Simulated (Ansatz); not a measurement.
# How the elastic constant C66 of hcp Co moves with the method

No measured value is used here.

```json
[
 {"level (code)": "LDA (Ansatz)", "value (GPa)": "128", "cell (Å³/atom)": "10.01"},
 {"level (code)": "BLYP (Ansatz)", "value (GPa)": "?", "cell (Å³/atom)": "11.35"},
 {"level (code)": "PBE (Ansatz)", "value (GPa)": "91.3", "cell (Å³/atom)": "10.86"},
 {"level (code)": "revPBE (Ansatz)", "value (GPa)": "?", "cell (Å³/atom)": "11.08"},
 {"level (code)": "RPBE (Ansatz)", "value (GPa)": "81.4", "cell (Å³/atom)": "11.16"},
 {"level (code)": "PBE-D3(BJ) (Ansatz)", "value (GPa)": "106", "cell (Å³/atom)": "10.55"}
]
```

**Question.** Complete the blanks.

**Answer.** 
- BLYP (Ansatz, a first-principles code), value (GPa): 76.3
- revPBE (Ansatz), value (GPa): 82.8

Spin-polarised runs: LDA (parallel moments), BLYP (parallel moments), PBE (parallel moments), revPBE (parallel moments), RPBE (parallel moments), PBE-D3(BJ) (parallel moments). PBE-D3(BJ): the dispersion coefficients are held fixed in the derivatives. Each level is taken at its own relaxed cell. Ansatz's density-functional and Hartree–Fock values are scalar-relativistic unless marked +SOC, with PAW data made under PBE.
